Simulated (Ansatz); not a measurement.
What a trial cell of Cu2P3 relaxes into

The calculation used DFT PBE, scalar-relativistic, plane waves, PAW (Ansatz 0.2.0). Cutoff 420 eV, Γ-centred k mesh, Gaussian smearing, no spin polarisation in the final step.

The start puts Cu2P3 on the tetradymite structure type (R-3m, No. 166), with Cu in place of Bi, P in place of Te, at a guessed volume.

```yaml
crystal:
  lattice:
    - [1.69611, 0.97925, 7.86231]
    - [-1.69611, 0.97925, 7.86231]
    - [0.00000, -1.95849, 7.86231]
  atoms:
    - { symbol: Cu, position: [0.40000, 0.40000, 0.40000] }
    - { symbol: Cu, position: [0.60000, 0.60000, 0.60000] }
    - { symbol: P, position: [0.00000, 0.00000, 0.00000] }
    - { symbol: P, position: [0.20950, 0.20950, 0.20950] }
    - { symbol: P, position: [0.79050, 0.79050, 0.79050] }
```

Cell and atoms relax at zero pressure; the relaxation can't lower the symmetry of the start. After a coarse first stage the cell is made exact in the group found at 0.06 Å.

Energies over the elements count from the elements' standard structures at the same level, with no empirical corrections.

Question: Describe the relaxed structure.

Answer: It keeps R-3m (No. 166). The result has the tetradymite structure. Conventional cell: a = 3.253 Å, c = 23.465 Å. Around Cu lie 6 P at 2.43–2.53 Å; P on Wyckoff site a (1 atom of the primitive cell) is coordinated by 6 Cu at 2.43 Å; around P on Wyckoff site c (2 atoms of the primitive cell) lie 3 P at 2.32 Å and 3 Cu at 2.53 Å.

```xyz
5
Lattice="1.6264 0.9390 7.8218 -1.6264 0.9390 7.8218 0.0000 -1.8780 7.8218" Properties=species:S:1:pos:R:3 pbc="T T T"
Cu    0.0000    0.0000    9.3560
Cu    0.0000    0.0000   14.1093
P     0.0000    0.0000    0.0000
P     0.0000    0.0000    4.5899
P     0.0000    0.0000   18.8754
```

Question: What are its volume, energy, density and gap?

Answer: The volume per atom is 14.33 Å³. The density is 5.10 g/cm³, the energy over the elements is 0.13 eV/atom and the gap on the 12×12×12 mesh is 0 eV (a metal).

The final run used a 12×12×12 mesh on its 5-atom cell and 0.10 eV smearing. For metals, differences of a few meV/atom aren't resolved. A structure relaxed within its symmetry needn't be a true minimum. The steps took about 2.9 core-minutes in all.